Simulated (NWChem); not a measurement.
All runs are NWChem calculations. System: ethylamine (C$_{2}$H$_{7}$N), charge 0, spin multiplicity 1, at a geometry optimised with B3LYP/def2-SVP. Level: MP2/STO-3G, 3 core orbitals frozen.

Input file:

```
start mol
memory heap 200 mb stack 900 mb global 1100 mb
geometry units angstroms nocenter noautoz noautosym
  C      1.189862     0.447027     0.011303
  C      0.040783    -0.549750    -0.100392
  N     -1.248409     0.128983     0.001725
  H      2.164973    -0.050799    -0.112107
  H      1.094044     1.233078    -0.753937
  H      1.192235     0.940224     0.998944
  H      0.190738    -1.357536     0.650916
  H      0.085684    -1.044018    -1.086936
  H     -2.013018    -0.537410    -0.109208
  H     -1.359664     0.529916     0.934784
end
basis spherical
  * library sto-3g
end
scf
  rhf
  nopen 0
  maxiter 100
  thresh 1e-7
  semidirect memsize 60000000 filesize 0
end
mp2
  freeze core 3
end
task mp2 energy
```

Part of the output:

```
             Northwest Computational Chemistry Package (NWChem) 7.3.0
             --------------------------------------------------------

                                NWChem Input Module
                                -------------------

 Scaling coordinates for geometry "geometry" by  1.889725989
 (inverse scale =  0.529177249)

                             Geometry "geometry" -> ""
                             -------------------------

 Output coordinates in angstroms (scale by  1.889725989 to convert to a.u.)

  No.       Tag          Charge          X              Y              Z
 ---- ---------------- ---------- -------------- -------------- --------------
    1 C                    6.0000     1.18986200     0.44702700     0.01130300
    2 C                    6.0000     0.04078300    -0.54975000    -0.10039200
    3 N                    7.0000    -1.24840900     0.12898300     0.00172500
    4 H                    1.0000     2.16497300    -0.05079900    -0.11210700
    5 H                    1.0000     1.09404400     1.23307800    -0.75393700
    6 H                    1.0000     1.19223500     0.94022400     0.99894400
    7 H                    1.0000     0.19073800    -1.35753600     0.65091600
    8 H                    1.0000     0.08568400    -1.04401800    -1.08693600
    9 H                    1.0000    -2.01301800    -0.53741000    -0.10920800
   10 H                    1.0000    -1.35966400     0.52991600     0.93478400

 Effective nuclear repulsion energy (a.u.)      82.6529129475

            Nuclear Dipole moment (a.u.)
            ----------------------------
        X                 Y               Z
 ---------------- ---------------- ----------------
    -0.0000018897    -0.0000037795    -0.0000056692


 Summary of "ao basis" -> "" (spherical)
 ------------------------------------------------------------------------------
       Tag                 Description            Shells   Functions and Types
 ---------------- ------------------------------  ------  ---------------------
 *                           sto-3g                   on all atoms
[...]
     1   1 0 0      0.014012      0.000000     -0.000002
     1   0 1 0     -0.394419      0.000000     -0.000004
     1   0 0 1      0.399310      0.000000     -0.000006

     2   2 0 0    -13.916107      0.000000    116.646670
     2   1 1 0      1.088967      0.000000     15.365094
     2   1 0 1     -1.161826      0.000000     -3.055589
     2   0 2 0    -14.609528      0.000000     32.276660
     2   0 1 1      0.640411      0.000000      4.226230
     2   0 0 2    -14.096838      0.000000     14.752087

                   NWChem MP2 Semi-direct Energy/Gradient Module
                   ---------------------------------------------

  Basis functions       =     22
  Molecular orbitals    =     22
  Frozen core           =      3
  Frozen virtuals       =      0
  Active alpha occupied =     10
  Active beta occupied  =     10
  Active alpha virtual  =      9
  Active beta virtual   =      9
  Use MO symmetry       = F
  Use skeleton AO sym   = F

  AO/Fock/Back tols     =   1.0D-09  1.0D-09  1.0D-09

 GA uses MA = F    GA memory limited = T

 Available:
  local mem=  1.26D+08
 global mem=  1.44D+08
 local disk=  0.00D+00
  mp2_memr nvloc                     9
  nvloc new                     9
   1 passes of  10:        2097152                       1813                     77979.
   1 passes of  10: M    126155319           G      144178232           F     124058167.

 Semi-direct pass number   1 of   1  for RHF alpha+beta  at        0.1s
  vrange nnbf                   252
  mp2_eaftype                    10  avail_ma_in_mb                  1099
 EAF : mp2_eaftype filesize          10      38990.
  mp2_eaf for mointskh                     10
Node 0 wrote      0.2 Mb in      0.0 s     Agg I/O rate:  1423.2 Mb/s
 Done moints_semi at        0.1s
  mp2_eaftype                    10  avail_ma_in_mb                  1089
 EAF : mp2_eaftype filesize          10      38990.
  mp2_eaf for kh                    10
 Done maket at        0.1s
 Done multipass loop at        0.1s

          -------------------------------------------
          SCF energy                -132.612678918250
          Correlation energy          -0.150134728121
          Singlet pairs               -0.128491313282
          Triplet pairs               -0.021643414839
          Total MP2 energy          -132.762813646370
          -------------------------------------------

          ---------------------------------------------------
                    Spin Component Scaled (SCS) MP2
          Same spin pairs                     -0.014428943226
          Same spin scaling factor             0.333333333333
          Opposite spin pairs                 -0.135705784895
          Opposite spin scaling fact.          1.200000000000
          SCS-MP2 correlation energy          -0.167656589616
          Total SCS-MP2 energy              -132.780335507865
          ---------------------------------------------------

 -----------------------
 Performance information
 -----------------------

 Timer overhead =  9.66D-08 seconds/call

               Nr. of calls         CPU time (s)                 Wall time (s)                GFlops
             ---------------    -------------------     ------------------------------   -------------------
Name         Min   Avg   Max    Min     Avg     Max     Min     Avg     Max   Mx/calls   Min     Max     Sum
mp2: moin     1     1     1   7.08E-2 7.08E-2 7.08E-2  7.08E-2 7.08E-2 7.08E-2 7.08E-2   0.0     0.0     0.0
mp2: make     1     1     1   1.23E-3 1.23E-3 1.23E-3  1.23E-3 1.23E-3 1.23E-3 1.23E-3   0.0     0.0     0.0
mp2: tota     1     1     1   7.52E-2 7.52E-2 7.52E-2  7.52E-2 7.52E-2 7.52E-2 7.52E-2   0.0     0.0     0.0

 The average no. of pstat calls per process was 3.00D+00
 with a timing overhead of 2.90D-07s

 Task  times  cpu:        0.1s     wall:        0.1s

 Total times  cpu:        0.1s     wall:        0.1s
```
